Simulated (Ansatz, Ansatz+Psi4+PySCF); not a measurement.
```yaml
atoms:
  - { symbol: F, position_ang: [0.0000, 1.1106, -0.2737] }
  - { symbol: O, position_ang: [0.0000, 0.0000, 0.6159] }
  - { symbol: F, position_ang: [0.0000, -1.1106, -0.2737] }
```

Basis set: cc-pVTZ (spherical functions). Frozen core: 3 orbitals. Charge 0, multiplicity 1.

Computed with Ansatz (development build ahead of 0.2.0); each method stands on the lowest determinant of its kind that the runs found. Restricted open shells among the atoms or ions are ROHF, correlated in semicanonical orbitals with singles.

(1) Give the atomization energy at this shape (free ground-state atoms in the same class of orbitals less the molecule, no zero-point energy) of singlet OF₂ by RHF-CCSD(T), RHF-CCSD, RHF-MP2.

Results:

(1)

```csv
method,atomization energy
RHF-CCSD(T),3.66 eV
RHF-CCSD,3.11 eV
RHF-MP2,4.08 eV
```

Caution: unrestricted orbitals would lower the determinant.
